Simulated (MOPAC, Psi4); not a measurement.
Torsional profile of SMILES C1(CC1)C=C (C₅H₈). Scanned: dihedral C1–C2–C3–C4; all other coordinates were relaxed at GFN2-xTB. Heavy atoms are numbered in the order of the SMILES C=CC1CC1, hydrogens after them in the order of the atoms that carry them; the mirror image has the same energies with the sign of each dihedral reversed.

- PBE/def2-TZVP // GFN2-xTB (Psi4)
- PM3, restricted, heats of formation // GFN2-xTB (MOPAC)
- HF/cc-pVTZ // GFN2-xTB (Psi4)

Energies in kJ/mol, each method relative to its own lowest point.

```
φ / °  PBE/def2-TZVP  PM3  HF/cc-pVTZ
-----  -------------  ---  ----------
-165             2.4  0.6         2.5
-150             0.0  0.0         0.0
-135             0.6  0.2         0.6
-120             4.0  1.0         4.1
-105             9.3  2.0         9.3
-90             14.3  2.6        13.6
-75             16.3  2.6        14.6
-60             14.7  2.4        12.1
-45             11.1  2.2         8.7
-30              8.2  2.6         6.7
-15              7.2  3.6         7.1
0                8.0  4.4         9.3
15               9.1  4.6        11.5
30               9.5  4.1        12.5
45               9.4  4.2        12.2
60               8.7  4.6        10.8
75               7.6  4.2         8.5
90               7.2  3.3         6.7
105              8.8  2.4         6.9
120             12.1  2.3         9.5
135             15.5  2.5        13.1
150             16.2  2.6        14.9
165             12.8  2.4        12.6
180              7.2  1.6         7.4
```
